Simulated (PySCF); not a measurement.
Compound: SF4.
InChI=1S/F4S/c1-5(2,3)4

Computed with PBE0-D3(BJ)/def2-SVP geometry optimisation, gas phase in PySCF 2.14.0.

Masses are those of the commonest isotopes; rigid-rotor values at the optimised geometry. 

Task: Give the principal moments of inertia and the rotational constants in MHz.

Result: Ia = 78.76, Ib = 126.15, Ic = 160.54 u·Å²; 505379 MHz·u·Å²/I gives A = 6417, B = 4006, C = 3148 MHz.

Task: Classify the top.

Result: An asymmetric top; Ray's κ = -0.475.

Task: Is it planar, by Δ = Ic − Ia − Ib?

Result: Not planar: Δ = Ic − Ia − Ib = -44.37 u·Å². For a rigid frame Δ = −2 Σ m c², so Σ m c² = 22.19 u·Å² lies off the ab plane. The atom farthest from that plane is 0.61 Å away.

Task: Give the other two planar moments, Paa and Pbb, and the rms extents of the mass along the axes.

Result: Paa = Σ m a² = (Ib + Ic − Ia)/2 = 103.97 and Pbb = Σ m b² = (Ia + Ic − Ib)/2 = 56.57 u·Å². With the mass M = 107.97 u, the rms extents √(P/M) along a, b and c are 0.98, 0.72, 0.45 Å.

Task: Which types of transition are allowed, and where do some lines up to J = 2 fall?

Result: The dipole components are |μa| = 0.00 D, |μb| = 0.00 D, |μc| = 0.97 D; the symmetry axis of this C2v structure is c, so μa and μb vanish by symmetry and there are no a-type or b-type lines. Some lines, for components of 0.1 D or more:

```json
{"type": "c", "branch": "Q", "J(Ka,Kc)": "2(1,2) ← 2(0,2)", "MHz": "1744", "lower level (cm⁻¹)": "0.710"}
{"type": "c", "branch": "Q", "J(Ka,Kc)": "1(1,1) ← 1(0,1)", "MHz": "2411", "lower level (cm⁻¹)": "0.239"}
{"type": "c", "branch": "Q", "J(Ka,Kc)": "2(2,1) ← 2(1,1)", "MHz": "7232", "lower level (cm⁻¹)": "0.854"}
{"type": "c", "branch": "R", "J(Ka,Kc)": "1(1,0) ← 0(0,0)", "MHz": "10423", "lower level (cm⁻¹)": "0.000"}
{"type": "c", "branch": "R", "J(Ka,Kc)": "2(1,1) ← 1(0,1)", "MHz": "18435", "lower level (cm⁻¹)": "0.239"}
{"type": "c", "branch": "R", "J(Ka,Kc)": "2(2,0) ← 1(1,0)", "MHz": "22590", "lower level (cm⁻¹)": "0.348"}
{"type": "c", "branch": "R", "J(Ka,Kc)": "2(2,1) ← 1(1,1)", "MHz": "23257", "lower level (cm⁻¹)": "0.319"}
```

Task: Estimate the classical rotational partition function at 25 K, 100 K and 200 K.

Result: Point group C2v, symmetry number σ = 2; q = (√π/σ)·√((kT/h)³/(ABC)), k/h = 20836.6 MHz/K: 1170 at 25 K, 9370 at 100 K, 26500 at 200 K.

Stationary, but not proved a minimum. These are rigid-rotor constants of the computed structure; measured ground-state constants (B0) also hold zero-point vibration.

Cost: about 60 s of CPU time on one thread; the machine was shared, so the figure is rough. These figures are those of the optimisation.
